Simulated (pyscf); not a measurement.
Elementary routes open to `[NH2][SiH]([NH2])[NH2]` + `[H]` [doublet] in the gas phase (doublet surface):
A. `[NH][SiH]([NH2])[NH2]` [doublet] + `[H][H]` (H–N broken; H–H formed)
B. `[NH2][Si]([NH2])[NH2]` [doublet] + `[H][H]` (H–Si broken; H–H formed)

Single points on ωB97X-D3(BJ)/def2-SVP structures (PySCF, gas phase).

Rank the routes by free-energy barrier at 1200 K, lowest first, for ωB97M-D3(BJ)/def2-TZVP energies (ideal gas, 1 atm, RRHO with modes under 100 cm⁻¹ raised to 100, one conformer, R ln 2 for chiral ones without a mode under 150 cm⁻¹).

B (117.7 kJ/mol), A (183.2 kJ/mol)

Route B is the fastest of these, ahead of the next by 65.5 kJ/mol. The most stable products are those of B (ΔG = -51.3 kJ/mol), so kinetics and thermodynamics agree. At 298 K B is still the fastest. Only these routes are compared; each barrier is that of the saddle found, and lower ones may exist.
